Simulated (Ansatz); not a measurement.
# C2H3ClF2: how energies converge with the basis set

The task here is to estimate one member of a computed series from the others.

Program: Ansatz 0.2.0, Gaussian basis. Level of theory: one geometry, several basis sets. These are calculated values, not measurements.

Levels to be run: PBE0-D4/def2-SVP; ωB97M-V/def2-SVP; PBE0-D4/def2-QZVPP; ωB97M-V/def2-QZVPP; the functionals' def2-TZVPP values are taken from earlier runs.

## The geometry

All runs share one geometry, relaxed beforehand with PBE0-D4 in a triple-zeta def2 set.

SMILES `CC(F)(F)Cl`, 8 atoms, charge 0, spin multiplicity 1.

Atoms are counted from 1 here; the program's logs count them from 0.

Bond lengths: C1–C2 1.499 Å, C1–H6 1.089 Å, C1–H7 1.091 Å, C1–H8 1.089 Å, C2–F3 1.343 Å, C2–F4 1.343 Å, C2–Cl5 1.781 Å. Angles: C2–C1–H6 109.7°, C2–C1–H7 108.3°, C2–C1–H8 109.7°, H6–C1–H7 109.7°, H6–C1–H8 109.6°, H7–C1–H8 109.7°, C1–C2–F3 111.0°, C1–C2–F4 111.0°, C1–C2–Cl5 112.0°, F3–C2–F4 106.8°, F3–C2–Cl5 107.9°, F4–C2–Cl5 107.9°.

As a file:

```xyz
8
charge 0, multiplicity 1
C    -0.5805   -0.3128    0.4702
C     0.5366    0.1726   -0.4029
F     1.7255    0.0072    0.1995
F     0.5838   -0.5182   -1.5536
Cl    0.3644    1.8986   -0.8080
H    -0.5896    0.2499    1.4020
H    -0.4168   -1.3710    0.6807
H    -1.5312   -0.1834   -0.0438
```

Set-up of the first run:

File in.yaml:

```yaml
crystal:
  periodic: [false, false, false]
  atoms:
    - {symbol: C, position_ang: [-0.580477, -0.312824, 0.470182]}
    - {symbol: C, position_ang: [0.536630, 0.172637, -0.402853]}
    - {symbol: F, position_ang: [1.725505, 0.007235, 0.199479]}
    - {symbol: F, position_ang: [0.583813, -0.518182, -1.553560]}
    - {symbol: Cl, position_ang: [0.364437, 1.898593, -0.808009]}
    - {symbol: H, position_ang: [-0.589641, 0.249859, 1.401950]}
    - {symbol: H, position_ang: [-0.416823, -1.371037, 0.680705]}
    - {symbol: H, position_ang: [-1.531245, -0.183380, -0.043795]}
basis:
  gaussian: {orbitals: def2-SVP}
hamiltonian: {xc: pbe0, dispersion: d4}
output: {orbitals: {seedname: orbitals}}
```

On the command line:

```bash
$ ansatz run in.yaml --threads 2 --pin off --events-out ev --progress --plain --max-ram 4352MiB
```

Steps of the session up to this table: PBE0-D4 in def2-SVP; ωB97M-V in def2-SVP; PBE0-D4 in def2-QZVPP; ωB97M-V in def2-QZVPP.

One table of the session follows, with a row left open; its other results are not shown here.

It belongs to the step «Density functionals: the series». 

| functional | basis | HOMO (eV) | LUMO (eV) |
| --- | --- | --- | --- |
| PBE0-D4 | def2-SVP | ? | ? |
| PBE0-D4 | def2-TZVPP | -9.30 | 0.50 |
| PBE0-D4 | def2-QZVPP | -9.34 | 0.26 |
| ωB97M-V | def2-SVP | -11.43 | 3.50 |
| ωB97M-V | def2-TZVPP | -11.63 | 2.75 |
| ωB97M-V | def2-QZVPP | -11.69 | 1.93 |

Estimate the missing values for PBE0-D4, def2-SVP.

The run gave: HOMO (eV): -9.14; LUMO (eV): 1.15. In the column «HOMO (eV)» it is the highest.
